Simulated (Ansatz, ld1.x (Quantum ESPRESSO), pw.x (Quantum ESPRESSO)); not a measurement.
## What a changed setting does to a pw.x run (sc Cu)

Potential: norm-conserving RRKJ (Kleinman–Bylander form), ld1.x (Quantum ESPRESSO) 7.5, PBEsol; core [Ar], reference 3d9 4s2 4p0; waves: 4p (bound, empty): rc 3.46 bohr; 3d (bound): rc 1.96 bohr; 4s (bound): rc 2.64 bohr; local part: the s channel; core correction: Bessel-smoothed model core inside 0.85 bohr; rho0 0.02.

The reference run (k-mesh 14³, cutoffs 110/440 Ry, Fermi–Dirac 0.01 Ry, mixing_beta 0.4, conv_thr 1e-9, no spin) gives 1.00 GPa at 13.157 Å³/atom, where all-electron LAPW gives -0.11 GPa. This run, with its own iteration cap, changes ecutwfc (ecutrho with it) to 5, a wrong or extreme entry chosen on purpose.

```
&control
  calculation='scf', prefix='x', pseudo_dir='./', outdir='./tmp', tstress=.true., disk_io='none'
/
&system
  ibrav=0, nat=1, ntyp=1, ecutwfc=5, ecutrho=20, nbnd=13,
  occupations='smearing', smearing='fd', degauss=0.01
/
&electrons
  conv_thr=1e-09, mixing_beta=0.4, electron_maxstep=70
/
ATOMIC_SPECIES
Cu 1.0 Cu.UPF
CELL_PARAMETERS angstrom
  2.36076247 0.00000000 0.00000000
  0.00000000 2.36076247 0.00000000
  0.00000000 0.00000000 2.36076247
ATOMIC_POSITIONS crystal
Cu 0.0000 0.0000 0.0000
K_POINTS automatic
14 14 14 0 0 0
```

```bash
pw.x < Cu.scf.in > Cu.scf.out
```

**Question.** How does the run end?

**Answer.** It stops with "memory_report: more bands than PWs!".

```
Message from routine setup:
     using ibrav=0 with symmetry is DISCOURAGED, use correct ibrav instead
     lattice parameter (alat)  =       4.4612  a.u.
     unit-cell volume          =      88.7878 (a.u.)^3
     number of electrons       =        11.00
     number of Kohn-Sham states=           13
     kinetic-energy cutoff     =       5.0000  Ry
     charge density cutoff     =      20.0000  Ry
     scf convergence threshold =      1.0E-09
     Exchange-correlation= PBESOL
     number of k points=   120  Fermi-Dirac smearing, width (Ry)=  0.0100
     Error in routine memory_report (1):
     more bands than PWs!
```
